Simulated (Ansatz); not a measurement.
Total energies of AlH2Cl from Ansatz at PBE0-D4/def2-TZVP, gas phase (1 Eh = 27.2114 eV = 2625.5 kJ/mol). The reference geometry is relaxed at r2SCAN-D4/def2-TZVP.

| state | geometry | energy (Eh) |
| --- | --- | --- |
| charge 0 singlet | reference | -703.63366 |
| charge 1 doublet | reference | -703.23305 |
| free Al atom (doublet) | – | -242.24894 |
| free H atom (doublet) | – | -0.50104 |
| free Cl atom (doublet) | – | -459.99739 |

Q: Work out the vertical ionisation energy to the doublet.

A: E(charge 1 doublet) − E(charge 0 singlet) = -703.23305 − (-703.63366) = 0.40061 Eh = 10.90 eV. For comparison, −ε of the highest occupied level is 8.58 eV at this level, 2.32 eV less.

Q: What is the binding energy per atom against free atoms?

A: Atoms: 1 × (-242.24894) + 2 × (-0.50104) + 1 × (-459.99739) = -703.24841 Eh. Binding: -703.24841 − (-703.63366) = 0.38525 Eh = 10.48 eV, or 2.62 eV for each of 4 atoms (no zero-point energy, no counterpoise term).
